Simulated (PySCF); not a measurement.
PH3: calculation against experiment

**Measured values to compare with.**

From NIST CCCBDB Release 22 (SRD 101), experimental dipoles, for the gas: dipole moment (microwave Stark effect) 0.58 D.

The runs below try to reproduce these values; the comparison stands at the end.

PH3.
Numbering: `[PH3:1]` (hydrogens: H2, H3, H4 on P1)

Geometry (GFN2-xTB, Å), atoms numbered from 1 in this order:
```
atom  x, y, z in Å
P1    -0.001    0.003    0.570
H2    -0.559    1.009   -0.206
H3     1.158   -0.016   -0.190
H4    -0.588   -0.991   -0.198
```

Runs made with PySCF (gas phase, on this GFN2-xTB geometry; no spin–orbit coupling):

| level | job | basis functions | wall time |
| --- | --- | --- | --- |
| B97-2/def2-QZVP | shieldings | 160 | 4.2 s |
| BHandHLYP/def2-QZVP | shieldings | 160 | 4.1 s |
| BLYP/def2-QZVP | shieldings | 160 | 5.2 s |
| BP86/def2-QZVP | shieldings | 160 | 4.5 s |
| HCTH407/def2-QZVP | shieldings | 160 | 5.3 s |
| HF/def2-QZVP | shieldings | 160 | 1.6 s |
| HSE06/def2-QZVP | shieldings | 160 | 7.3 s |
| LC-wPBE/def2-QZVP | shieldings | 160 | 5.6 s |
| LDA/def2-QZVP | shieldings | 160 | 4.5 s |
| OPBE/def2-QZVP | shieldings | 160 | 3.9 s |
| PW91/MINI | shieldings | 12 | 0.61 s |
| WP04/def2-QZVP | shieldings | 160 | 3.4 s |

Hardware: Intel Xeon at 2.30 GHz, one thread, shared host.

Results beside the measurements:

**Dipole moment.** Measured: 0.58 D (NIST CCCBDB Release 22 (SRD 101), experimental dipoles).

```csv
level,computed (D),computed − measured (D),% (from the printed values)
B97-2/def2-QZVP,0.67,+0.09,+16
BHandHLYP/def2-QZVP,0.63,+0.05,+9
BLYP/def2-QZVP,0.58,0.00,0
BP86/def2-QZVP,0.65,+0.07,+12
HCTH407/def2-QZVP,0.67,+0.09,+16
HF/def2-QZVP,0.69,+0.11,+19
HSE06/def2-QZVP,0.67,+0.09,+16
LC-wPBE/def2-QZVP,0.75,+0.17,+29
LDA/def2-QZVP,0.71,+0.13,+22
OPBE/def2-QZVP,0.73,+0.15,+26
PW91/MINI,1.06,+0.48,+83
WP04/def2-QZVP,0.52,-0.06,-10
```

12 of the 25 levels run are shown, the closest and the furthest among them. Closest is BLYP/def2-QZVP (0.00 D), furthest PW91/MINI (+0.48 D); one molecule doesn't rank methods. The computed dipoles belong to one fixed geometry; measured ones are averaged over vibrations unless marked μe. Magnitudes are compared, not signs.

No measured geometry was used, and the causes of the misses weren't examined.
